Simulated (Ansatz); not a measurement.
**Relaxing a trial structure of CH4BF**

The starting geometry of this gas-phase singlet was optimised with GFN2-xTB; its bonds are those of `[BH3-][CH+]F`.

| atom | x (Å) | y (Å) | z (Å) |
| --- | --- | --- | --- |
| C | -0.7720 | -1.9217 | 0.9430 |
| B | 0.4800 | -2.1360 | 0.1499 |
| F | -1.9737 | -2.2603 | 0.4994 |
| H | 0.2444 | -1.6731 | -0.9277 |
| H | 1.4716 | -1.7856 | 0.6802 |
| H | 0.4349 | -3.2666 | -0.2377 |
| H | -0.8823 | -1.4810 | 1.9348 |

Q: Predict what becomes of its bonds when it is optimised with PBE0-D4/def2-TZVP.

A: It rearranges to `BCF`. Contacts that open: B2–H4 (1.20 → 2.18 Å). Contacts that close: C1–H4 (2.14 → 1.10 Å).

The energy falls by 1.52 eV over 18 steps:

```csv
step,E − E(last) (eV)
1,1.523
3,1.477
5,1.386
7,0.972
9,0.361
10,0.256
12,0.152
14,0.009
16,0.000
18,0.000
```

Final geometry (Å):

```
atom    x (Å)    y (Å)    z (Å)
   C  -0.6785  -1.7421   0.5414
   B   0.6285  -2.5279   0.2891
   F  -1.8565  -2.4389   0.3244
   H  -0.6910  -0.8384  -0.0887
   H   1.6586  -1.9466   0.4700
   H   0.6280  -3.6654  -0.0709
   H  -0.6864  -1.3648   1.5765
```

No frequencies were run, so the end isn't proven a minimum. Run with Ansatz 0.2.0, 24 s on 2 threads of Arm Neoverse V1 (shared host).
